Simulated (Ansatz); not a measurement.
Mulliken charges of `O[SiH]F` radical from ωB97M-V/def2-TZVPP in Ansatz (PBE0-D4/def2-TZVP geometry).

```
atom   x (Å)   y (Å)   z (Å)  charge (e)
  O1  -0.615  -0.885  -0.276      -0.332
 Si2   0.284   0.246   0.493       0.476
  F3   0.207   1.647  -0.283      -0.295
  H4  -1.565  -0.765  -0.338       0.182
  H5   1.689  -0.243   0.404      -0.031
```

Question: By hand: the dipole of these point charges (1 e Å = 4.8032 D).

Answer: Σ q r = (-0.059, -0.207, 0.336) e Å, of length 0.399 e Å = 1.92 D.

Question: How does the dipole of the full density compare? (An estimate is asked.)

Answer: Computed: (-0.252, -0.113, 0.138) e Å, 1.48 D; the point charges give 1.30 times that, at 47° from its direction.

Point charges leave out the atoms' own dipoles, such as those of lone pairs, and Mulliken's split depends on the basis, so the two needn't agree.
